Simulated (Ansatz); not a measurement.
Ansatz (a first-principles code) input:

Ansatz 0.2 input:
```yaml
crystal:
  periodic: [false, false, false]
  atoms:
    - {symbol: O, position_ang: [0.00640950, 0.00082813, 1.39432741]}
    - {symbol: C, position_ang: [0.00085310, 0.00011022, 0.18558322]}
    - {symbol: C, position_ang: [-0.00523531, 1.28535289, -0.61238490]}
    - {symbol: C, position_ang: [-0.00038784, -1.28607943, -0.61087992]}
    - {symbol: H, position_ang: [0.00270891, 2.14131370, 0.05812234]}
    - {symbol: H, position_ang: [-0.00216275, -2.14124313, 0.06068828]}
    - {symbol: H, position_ang: [-0.88988472, 1.32626971, -1.25304413]}
    - {symbol: H, position_ang: [0.86529604, 1.32407970, -1.27214134]}
    - {symbol: H, position_ang: [0.87833452, -1.32776204, -1.25959603]}
    - {symbol: H, position_ang: [-0.87694764, -1.32558514, -1.26255881]}
basis:
  gaussian:
    orbitals: def2-TZVPD
hamiltonian:
  xc: {name: B2PLYP}
magnetization: {spin_polarized: true, initial_magnetization: 2}
correlation: {electrons: outside_noble_gas}
```

Question: What final total energy does it print?

Answer: -192.91796 Eh (B2PLYP/def2-TZVPD). The basis has 205 functions.

This state (charge 0, triplet) is run at the relaxed geometry of the species with charge 0 and multiplicity 1, and is a spin state other than that species' own.
